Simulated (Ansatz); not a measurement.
Two isomers of C7H16: A = `CCC(C)(C)CC`, B = `CCCC(C)(C)C`.

Computed with Ansatz on PBE0-D4/def2-TZVP structures; ΔE is electronic, products minus reactants. CCSD(T)/CBS is the MP2 limit (def2-TZVPP, def2-QZVPP) plus CCSD(T) − MP2 in def2-TZVPP, frozen cores. DFT in def2-TZVPP. B3LYP here is the variant with VWN-RPA as its local correlation; programs differ in this. Each species was taken in one conformer, which may not be the lowest.

(1) Which isomer does CCSD(T)/CBS put lower? Give the gap. (Estimate.)

(2) Give E(B) − E(A) in kJ/mol with LDA (SPW92), PBE-D4, MP2/def2-TZVPP, PBE0-D4, B3LYP, HF/def2-TZVPP, r2SCAN-D4. (Best estimate.)

Largest T1 diagnostic: 0.009.

Answers

(1) Computed: B, by 3.1 kJ/mol.

(2) Computed: LDA (SPW92) -1.0, PBE-D4 -3.4, MP2/def2-TZVPP -2.3, PBE0-D4 -3.4, B3LYP -8.1, HF/def2-TZVPP -10.4, r2SCAN-D4 -3.8. None reverses the order clearly.

Leaving LDA and LC-ωPBE aside and taking each functional with its dispersion term where it has one, the values, not all of them listed here, spread over 3.5 kJ/mol, from B2PLYP to revPBE-D4. LDA lies +5.4 kJ/mol from PBE without D4. The D4 term adds +4.6 kJ/mol with B3LYP and +2.7 kJ/mol with PBE0; it sums over pairs of atoms, weighted by their polarisabilities, and B3LYP, whose exchange is more repulsive, gets the larger term.
